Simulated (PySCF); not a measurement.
Potential energy surface of H3Si, doublet: umbrella (inversion) coordinate, bond length relaxed. Scanned: angle between the Si-H bonds and the threefold axis (90 = planar). Other coordinates (Si-H bond length) were minimised at PBE0/def2-TZVP.

Method: CCSD(T) on UHF/cc-pVTZ, 5 core orbitals frozen run with PySCF.

Scanned values (°): 90, 93, 96, 99, 102, 105, 108, 111, 114, 117, 120, 123, 126, 129, 132.

Q: Describe the profile: where are the wells and the tops?

A: Lower than their neighbours: 108° (0.0 kcal/mol). Higher than their neighbours: 90° (5.4 kcal/mol, end of the scan), 132° (37.4 kcal/mol, end of the scan). The whole profile spans 37.4 kcal/mol.
